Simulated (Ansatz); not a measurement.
```yaml
crystal:
  periodic: [false, false, false]
  atoms:
    - {symbol: F, position_ang: [-1.069871, -0.129474, 0.780897]}
    - {symbol: C, position_ang: [-0.291849, 0.237828, 0.305561]}
    - {symbol: C, position_ang: [0.621259, -0.228000, 0.403132]}
    - {symbol: N, position_ang: [0.802268, -0.343364, -0.396595]}
    - {symbol: C, position_ang: [-0.123621, -0.012207, -0.678996]}
    - {symbol: H, position_ang: [-0.264868, 0.987148, 0.513217]}
    - {symbol: H, position_ang: [0.911443, -0.445205, 0.912278]}
    - {symbol: H, position_ang: [-0.082677, 0.557327, -1.015781]}
    - {symbol: H, position_ang: [-0.507463, -0.479257, -0.936549]}
basis:
  gaussian: {orbitals: def2-SVP}
magnetization: {spin_polarized: true, initial_magnetization: 0}
hamiltonian: {xc: {name: r2SCAN50}, dispersion: d4}
```

```sh
$ ansatz run in.yaml --threads 2 --pin off --events-out ev --progress --plain --max-ram 4352MiB
```

Output, abridged:

```
Functional definition: r2SCAN50
902 factors; integrals over basis functions are off by at most 4.2e-4 eV
mean field evaluation 1: about -7263.8552 eV, gradient 7.0e1 eV
mean field evaluation 2: about -7270.1121 eV, gradient 5.7e1 eV
mean field evaluation 4: about -7280.4109 eV, gradient 1.6e0 eV
mean field evaluation 8: about -7280.4172 eV, gradient 5.1e-2 eV
mean field -7280.41725235 eV, -267.5503991798 hartree, gradient 6.3e-5 eV, S^2 0.000000; 0 other end points of the search recorded, 0 dependent functions left out
reference -7280.41725670 eV, -267.5503993396 hartree; 19, 19 occupied and 71, 71 virtual orbitals, 902 factors
Total energy: -7280.46187370 eV, -267.5520389841 hartree
```

**Question.** What is wrong with this run?

**Answer.** The geometry is squeezed to about two thirds of its size. Self-consistency was reached. The result belongs to that input, not to the molecule as meant.
